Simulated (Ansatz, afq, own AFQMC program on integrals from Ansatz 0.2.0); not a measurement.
AFQMC on a folder of integrals that Ansatz 0.2.0 wrote.

```yaml
crystal:
  periodic: [false, false, false]
  atoms:
    - {symbol: Ge, position_ang: [0.000000, 0.000000, 0.000000]}
    - {symbol: O, position_ang: [0.000000, 0.000000, 1.300000]}
basis:
  gaussian: {orbitals: cc-pVDZ}
magnetization: {spin_polarized: false}
correlation: {method: ccsd_t, electrons: outside_noble_gas, hamiltonian_folder: ham}
```

```sh
$ ansatz run in.yaml --threads 1 --pin off --events-out ev --progress --plain --max-ram 1382MiB
```

afq runs on the folder ham with

```
--method phaseless --trial hf --walkers 320 --populations 1 --least-time 40 --time-step 0.005 --steps-per-block 20 --equilibration-blocks 112 --max-blocks 600 --target-error 0.00114 --factor-cut 1e-05 --seed 1311 --taylor-order 6
```

Times are imaginary, in 1/Eh. The walk had a cap of 526 s. Filled inner d shells are frozen with the cores.

Output of the walk:

```
orbitals 26  electrons 5 5  factors 197 of 463
reference energy -2150.00170337 Eh
CCSD correlation -0.25555665 Eh in 10 cycles, weight of the determinant in the CISD state 0.8997
energy of the start -2150.001703 Eh
 block  time / (1/Eh)  mean weight  energy / Eh
     1     0.100  1.0013  -2150.073216
     2     0.200  1.0009  -2150.123913
     3     0.300  1.0024  -2150.157215
     4     0.400  1.0022  -2150.176539
     5     0.500  1.0009  -2150.184863
     7     0.700  1.0009  -2150.229902
     9     0.900  0.9997  -2150.219864
    18     1.800  0.9998  -2150.225589
    52     5.200  0.9994  -2150.277777
    86     8.600  0.9989  -2150.237872
   120    12.000  0.9993  -2150.269723
   154    15.400  1.0012  -2150.314532
   188    18.800  1.0001  -2150.264360
   222    22.200  1.0007  -2150.254000
   256    25.600  1.0000  -2150.255685
   290    29.000  0.9990  -2150.219645
   324    32.400  1.0012  -2150.272902
   358    35.800  1.0025  -2150.246947
   392    39.200  0.9986  -2150.302784
   426    42.600  0.9998  -2150.303560
   460    46.000  1.0013  -2150.256893
   494    49.400  1.0001  -2150.253991
   528    52.800  0.9993  -2150.269427
   562    56.200  0.9992  -2150.261559
   596    59.600  1.0009  -2150.296501
   630    63.000  1.0006  -2150.259585
   664    66.400  1.0002  -2150.316476
   698    69.800  0.9994  -2150.257679
blocks merged  error / Eh  count
     1  0.000739  600
     2  0.000969  300
     4  0.001220  150
     8  0.001528  75
    16  0.001729  37
    32  0.001899  18
    64  0.001887  9
energy -2150.269826 +/- 0.001899 Eh
(rows thinned)
```

The run passed its tests (sampling time, drift between the halves within three errors, error under three times the target), which doesn't prove that it has relaxed.

Against this walk (error 51.7 meV) on the same determinant: CCSD(T) 134.5 meV higher, CCSDT(Q) 95.0 meV higher (within the noise), a separate phaseless walk with a CISD trial and standard settings 95.3 ± 52.6 meV higher (within the noise). The error is statistical and leaves out the bias of the constraint.

Cautions: constraint bias not in the error; error above the target (51.7 against 31.0 meV); no relativity below Rb; no spin-orbit coupling; inner d shell frozen.

The walk took 110 s on 1 thread of AMD EPYC 9R45 96-Core Processor (Zen 5), on a shared host. The log's last line is the phaseless energy.

CCSDT and higher add their correlation energy to the determinant of the CCSD(T) run, since their own runs factorise the integrals more tightly (a shift of under 2 meV). A walk keeps the symmetry of its determinant, which the program's search chose and which needn't be the lowest solution, so a lower state of the same spin and another symmetry isn't excluded.
